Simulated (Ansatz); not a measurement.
**Which method gave which barrier?**

Saddle point of SiNH$_{6}$Cl, singlet (SiNH₄Cl ([NH2][SiH2][Cl]) + H₂ → SiNH₅ ([NH2][SiH3]) + HCl; bonds formed: Si1–H7, Cl2–H6; bonds broken: Si1–Cl2, H6–H7), PBE0-D4/def2-TZVP structure:

```
9
angstrom
Si -0.3751 -0.2006 -0.1210
Cl 0.2419 -2.1507 -1.6021
H -0.9620 0.3253 -1.3583
H -0.8109 -1.2604 0.7948
N -0.3236 1.1783 0.8882
H 1.1816 -0.9130 -0.7505
H 1.3609 -0.2157 -0.2472
H -0.1062 1.1257 1.8703
H -0.2064 2.1111 0.5260
```

Computed with Ansatz 0.2.0 (basis: def2-TZVPP, with def2-QZVPP for the basis limit); correlated methods freeze the cores. B3LYP uses VWN-RPA correlation. Extrapolation: Hartree–Fock as exp(−7.88 √X), correlation as X^−2.97. Four methods, as single points on the PBE0-D4 structures, gave these electronic barriers from the start structure: 48.76, 51.05, 54.90, 64.55 kcal/mol.

(1) The methods were, in alphabetical order, B3LYP-D4, BHLYP-D4, BLYP-D4, HF. Which gave which? (A judgement: the text doesn't fix the answer.)

The T1 diagnostic stays at or below 0.012.

## Answers

(1) The calculation gives: BLYP-D4 48.76; B3LYP-D4 51.05; BHLYP-D4 54.90; HF 64.55 kcal/mol. For comparison, CCSD(T) at an estimated basis limit (MP2 extrapolated from triple and quadruple zeta, plus CCSD(T) − MP2 in triple zeta) gives 52.90 kcal/mol.

Labels in which every atom is bracketed show which atoms are joined, not bond orders.

For scale, one of the runs: CCSD(T)/def2-TZVPP, 199 basis functions, launched by `ansatz run in.yaml --threads 2 --pin off --events-out ev --progress --plain --max-ram 4352MiB`. Hardware: 2 CPU threads of an Arm Neoverse V1, shared host. Wall time 53 s; peak host memory 2.2 GiB.
